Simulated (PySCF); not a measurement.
Compound: BH₄O (charge -1).
SMILES with atom numbers: `[BH3-:1][OH:2]` (hydrogens: H3, H4, H5 on B1; H6 on O2)

Structure used (PBE0-D3(BJ)/def2-SVP), in Å, numbered top down from 1:
```xyz
6
BH4O angstrom
B     -0.3354   -0.0012   -0.0206
O      1.0231   -0.4547   -0.4223
H     -0.5263    1.2442   -0.2158
H     -1.1899   -0.6217   -0.7028
H     -0.5983   -0.2230    1.2072
H      1.6331    0.0604    0.1111
```

The closed-shell ground state was solved at several levels (PySCF, density fitting, gas phase, non-relativistic). Where the HOMO energy is positive, the finite basis confines the outermost electrons. No diffuse functions stand in def2-SVP, def2-TZVP, pcJ-1, pcSseg-1 and pcSseg-2, which bears on an anion's orbital energies.

```json
{"level": "LDA/def2-SVPD", "basis functions": "75", "HOMO (eV)": "0.49", "LUMO (eV)": "4.27", "gap (eV)": "3.78"}
{"level": "B3LYP/pcJ-1", "basis functions": "94", "HOMO (eV)": "-0.31", "LUMO (eV)": "6.55", "gap (eV)": "6.86"}
{"level": "PBE0/pcSseg-1", "basis functions": "54", "HOMO (eV)": "-0.50", "LUMO (eV)": "6.92", "gap (eV)": "7.42"}
{"level": "HF/def2-SVPD", "basis functions": "75", "HOMO (eV)": "-4.25", "LUMO (eV)": "6.21", "gap (eV)": "10.46"}
{"level": "LC-wPBE/def2-SVPD", "basis functions": "75", "HOMO (eV)": "-3.55", "LUMO (eV)": "6.10", "gap (eV)": "9.65"}
{"level": "wB97X-D/def2-SVPD", "basis functions": "75", "HOMO (eV)": "-2.75", "LUMO (eV)": "6.11", "gap (eV)": "8.86"}
{"level": "CAM-B3LYP/def2-SVPD", "basis functions": "75", "HOMO (eV)": "-2.26", "LUMO (eV)": "5.32", "gap (eV)": "7.58"}
{"level": "PBE/def2-SVPD", "basis functions": "75", "HOMO (eV)": "0.58", "LUMO (eV)": "4.30", "gap (eV)": "3.72"}
{"level": "HF/pcSseg-2", "basis functions": "128", "HOMO (eV)": "-4.24", "LUMO (eV)": "7.60", "gap (eV)": "11.84"}
{"level": "PBE0/def2-TZVP", "basis functions": "86", "HOMO (eV)": "-0.64", "LUMO (eV)": "6.27", "gap (eV)": "6.91"}
```

(1) Estimate the row for PBE0/def2-SVP, a basis of 48 functions; the other rows only guide the guess.

(2) Over all these levels, which gives the widest orbital gap and which the narrowest?

(3) How much does the basis alone move the frontier levels among the 3 PBE0 rows (the withheld one included)?

Results:

(1) HOMO -0.19 eV, LUMO 7.65 eV, gap 7.84 eV.

(2) HF/pcSseg-2 (Hartree–Fock, all exact exchange) has the widest, 11.84 eV, and PBE/def2-SVPD (GGA) the narrowest, 3.72 eV. Functional and basis both differ between the two, so the spread mixes both effects.

(3) The HOMO by 0.45 eV and the LUMO by 1.38 eV. By rising basis size (HOMO, LUMO in eV): def2-SVP -0.19, 7.65; pcSseg-1 -0.50, 6.92; def2-TZVP -0.64, 6.27.
